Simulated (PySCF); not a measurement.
# Vertical excitation energies

C3H4N2S.
Bonds: N1–C2, C2–N3 (aromatic), N3–C4 (aromatic), C4–C5 (aromatic), C5–S6 (aromatic), C2–S6 (aromatic). Hydrogens: H7, H8 on N1; H9 on C4; H10 on C5.

The calculation used TDDFT B3LYP/def2-SVPD, vertical, gas phase, core orbitals frozen in the response in PySCF. Geometry: GFN2-xTB; no solvent, vibrations or thermal averaging. Torsions of this conformer, `[NH2:1][c:2]1[n:3][cH:4][cH:5][s:6]1`: H–N1–C2–N3 161°, H–N1–C2–N3 16°.

List the vertical singlet excitations with oscillator strengths and describe the spectrum.

```
state  E (eV)  E (hartree)       f  main configurations (H = HOMO, L = LUMO)
   S1    4.59       0.1687  0.0020                    H→L+1 (79%), H→L (19%)
   S2    5.10       0.1874   0.122                    H→L (77%), H→L+1 (17%)
   S3    5.40       0.1983  0.0042                               H→L+2 (96%)
   S4    5.83       0.2143  0.0001                               H-1→L (93%)
   S5    6.09       0.2238  0.0015                               H→L+3 (93%)
   S6    6.20       0.2279  0.0029                  H-2→L (53%), H→L+4 (36%)
   S7    6.31       0.2318  0.0018                H-2→L+1 (78%), H→L+4 (15%)
   S8    6.39       0.2349  0.0099   H→L+5 (48%), H-1→L+1 (20%), H→L+4 (16%)
```

Triplets, Tamm–Dancoff:

| state | E (eV) | λ (nm) | main configurations (H = HOMO, L = LUMO) |
| --- | --- | --- | --- |
| T1 | 3.54 | 350.1 | H→L (89%) |
| T2 | 4.40 | 281.7 | H→L+1 (89%) |
| T3 | 5.16 | 240.1 | H→L+4 (49%), H→L+2 (19%), H→L+3 (9%) |

The lowest singlet lies at 4.59 eV (270 nm, ultraviolet) and is very weak; its leading configuration is HOMO→LUMO+1 (79%). The strongest level in the table is S2 at 5.10 eV (243 nm, f = 0.122). Löwdin shares by element: HOMO carbon 40% or more, nitrogen 21% or more, sulfur 11% (atoms not listed hold the other 28%); LUMO carbon 48%, sulfur 26% (atoms not listed hold the other 26%). Of the 8 states listed, 1 reaches f = 0.01 and 1 stays under 0.0005. Orbital energies (eV): HOMO-3 -9.13, HOMO-2 -7.75, HOMO-1 -7.61, HOMO -5.95, LUMO -0.46, LUMO+1 -0.22, LUMO+2 0.36. Weighted by f, the mean energy of these states is 5.24 eV. Only the lowest 8 singlets were computed, as vertical energies without vibronic structure.
